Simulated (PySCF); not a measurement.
**Working out the ionisation energy of Ne**

Ne [Ne] (1S) → Ne⁺ [He] 2s2 2p5 (2P). Calculation: PySCF 2.14, in pcseg-2 (4s3p2d1f, 30 functions); the non-relativistic Hamiltonian (point nucleus). Frozen: 1s2. Energies in hartree (1 hartree = 27.21139 eV):

```tsv
part	Ne (lower)	Ne⁺ (upper)
UHF	-128.535123	-127.811007
CCSD correlation	-0.251899	-0.191272
(T)	-0.004010	-0.002080
```

What does Hartree-Fock give?

(-127.811007) − (-128.535123) = 0.724116 hartree = 19.704 eV.

What do CCSD and CCSD(T) give?

The CCSD correlation energies differ by 0.060627 hartree = 1.650 eV and the triples by 0.001930 hartree = 0.053 eV, so CCSD gives 21.354 eV and CCSD(T) 21.407 eV.

Measured between the centres of the two terms (NIST): 21.597 eV, so CCSD(T) (valence) is off by -0.190 eV.

What remains against the reference includes basis incompleteness, the frozen core and higher excitations.
